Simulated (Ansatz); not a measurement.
**C2H2FNO: one species, many methods**

One table from this session's results is given with a row withheld; the runs are named, their logs left out.

Program: Ansatz 0.2.0, Gaussian basis. Level of theory: functionals in def2-TZVPP, the program's frozen cores in correlated methods. These are calculated values, not measurements.

Levels to be run: LDA (SPW92), PBE-D4, revPBE-D4, BLYP-D4, r2SCAN-D4, B97M-V, PBE0-D4, B3LYP-D4, r2SCANh-D4, r2SCAN0-D4, HSE06-D4, BHLYP-D4, CAM-B3LYP-D4, LC-ωPBE, ωB97X-V, ωB97M-V, B2PLYP, PBE-QIDH; CCSD(T)/def2-SVP; CCSD(T)/def2-TZVPP; MP2/def2-QZVPP; extrapolation to the limit; RPA on PBE.

## The relaxed structure

An earlier PBE0-D4 in a triple-zeta def2 set relaxation fixed the geometry.

SMILES `N=C=C(O)F`, 7 atoms, charge 0, spin multiplicity 1.

Atoms are counted from 1 here; the program's logs count them from 0.

Bond lengths: N1–C2 1.225 Å, N1–H6 1.023 Å, C2–C3 1.308 Å, C3–O4 1.343 Å, C3–F5 1.344 Å, O4–H7 0.965 Å. Angles: C2–N1–H6 114.1°, N1–C2–C3 173.3°, C2–C3–O4 124.3°, C2–C3–F5 120.4°, O4–C3–F5 115.1°, C3–O4–H7 109.8°.

Coordinates:

```xyz
7
charge 0, multiplicity 1
N    -0.71833    0.44835    1.72136
C    -0.26896    0.28614    0.59336
C     0.33944    0.06233   -0.54311
O     0.29652   -1.10403   -1.20705
F     0.96043    1.06303   -1.18981
H    -1.70616    0.71269    1.74274
H     1.15825   -1.53651   -1.16310
```

Set-up of the first run:

The input, in.yaml:

```yaml
crystal:
  periodic: [false, false, false]
  atoms:
    - {symbol: N, position_ang: [-0.718334, 0.448352, 1.721363]}
    - {symbol: C, position_ang: [-0.268958, 0.286138, 0.593357]}
    - {symbol: C, position_ang: [0.339445, 0.062327, -0.543107]}
    - {symbol: O, position_ang: [0.296523, -1.104027, -1.207046]}
    - {symbol: F, position_ang: [0.960426, 1.063032, -1.189811]}
    - {symbol: H, position_ang: [-1.706155, 0.712687, 1.742744]}
    - {symbol: H, position_ang: [1.158254, -1.536510, -1.163100]}
basis:
  gaussian: {orbitals: def2-TZVPP}
hamiltonian: {xc: lda}
output: {orbitals: {seedname: orbitals}}
```

The run is started by

```bash
$ ansatz run in.yaml --threads 2 --pin off --events-out ev --progress --plain --max-ram 4352MiB
```

Among the steps run: LDA; PBE-D4 (GGA); revPBE-D4 (GGA); BLYP-D4 (GGA); r2SCAN-D4 (meta-GGA); B97M-V (meta-GGA); PBE0-D4 (hybrid); B3LYP-D4 (hybrid); r2SCANh-D4 (hybrid); r2SCAN0-D4 (hybrid); HSE06-D4 (hybrid); BHLYP-D4 (hybrid); CAM-B3LYP-D4 (range-separated); LC-ωPBE (range-separated); ωB97X-V (range-separated); ωB97M-V (range-separated); B2PLYP (double hybrid); PBE-QIDH (double hybrid).

One of the session's tables, all rows but one given; the rest of the session is left out.

It belongs to the step «Frontier levels by functional». 

| functional | HOMO (eV) | gap (eV) |
| --- | --- | --- |
| LDA (SPW92) | -5.41 | 2.95 |
| PBE-D4 | -5.25 | 3.08 |
| revPBE-D4 | -5.18 | 3.12 |
| BLYP-D4 | -5.17 | 3.12 |
| r2SCAN-D4 | -5.46 | 3.49 |
| B97M-V | -5.55 | 3.77 |
| PBE0-D4 | -6.55 | 5.48 |
| B3LYP-D4 | -6.37 | 5.03 |
| r2SCANh-D4 | -5.95 | 4.38 |
| r2SCAN0-D4 | -6.69 | 5.73 |
| HSE06-D4 | -6.15 | 4.69 |
| BHLYP-D4 | -7.78 | 7.94 |
| CAM-B3LYP-D4 | -7.93 | 8.07 |
| LC-ωPBE | -9.21 | 10.62 |
| ωB97X-V | -8.86 | 10.20 |
| ωB97M-V | ? | ? |

Q: Estimate the row for ωB97M-V from the others.

As computed: HOMO (eV): -8.76; gap (eV): 10.01. In the column «HOMO (eV)» it lies between ωB97X-V (-8.86) and CAM-B3LYP-D4 (-7.93).
